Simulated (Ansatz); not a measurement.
## Ge2Sb: from a trial structure to a relaxed crystal

Level of theory: DFT PBE, scalar-relativistic, plane waves, PAW (Ansatz 0.2.0). Cutoff 420 eV, Γ-centred k mesh, Gaussian smearing, no spin polarisation in the final step.

The start puts Ge2Sb on the anti-CaCl2 structure type (Pnnm, No. 58), with Sb in place of Ca, Ge in place of Cl, at a guessed volume.

```yaml
crystal:
  lattice:
    - [5.77276, 0.00000, 0.00000]
    - [0.00000, 5.94854, 0.00000]
    - [0.00000, 0.00000, 3.88551]
  atoms:
    - { symbol: Ge, position: [0.22500, 0.82500, 0.50000] }
    - { symbol: Ge, position: [0.72500, 0.67500, 0.00000] }
    - { symbol: Ge, position: [0.77500, 0.17500, 0.50000] }
    - { symbol: Ge, position: [0.27500, 0.32500, 0.00000] }
    - { symbol: Sb, position: [0.50000, 0.50000, 0.50000] }
    - { symbol: Sb, position: [0.00000, 0.00000, 0.00000] }
```

Cell and atoms relax at zero pressure; the relaxation can't lower the symmetry of the start. After a coarse first stage the cell is made exact in the group found at 0.06 Å.

The zero of energy is the elements' standard structures at the same level; no fitted shifts are applied.

(1) Which crystal results?

(2) What are its volume, energy, density and gap?

Answers

(1) It keeps Pnnm (No. 58), but not the shape of the type it started on. The result has the marcasite structure. Conventional cell: a = 5.627 Å, b = 6.991 Å, c = 3.994 Å. Ge has 1 Ge at 2.53 Å and 3 Sb at 2.84–2.85 Å; Sb is coordinated by 6 Ge at 2.84–2.85 Å.

```
Ge Sb
1.0
     5.62673    0.00000    0.00000
     0.00000    6.99122    0.00000
     0.00000    0.00000    3.99433
Ge Sb
4 2
Cartesian
  1.8442 6.1767 1.9972
  4.6575 4.3101 0.0000
  3.7826 0.8145 1.9972
  0.9692 2.6811 0.0000
  2.8134 3.4956 1.9972
  0.0000 0.0000 0.0000
```

(2) The volume per atom is 26.19 Å³, the density is 5.64 g/cm³ and the energy over the elements is 0.29 eV/atom. The gap on the 8×6×10 mesh is 0 eV (a metal).

The final run used a 8×6×10 mesh on its 6-atom cell and 0.10 eV smearing. The k mesh leaves about 4 meV/atom of noise in metals. Spin–orbit coupling is left out. A structure relaxed within its symmetry needn't be a true minimum. The steps took about 9 core-minutes in all.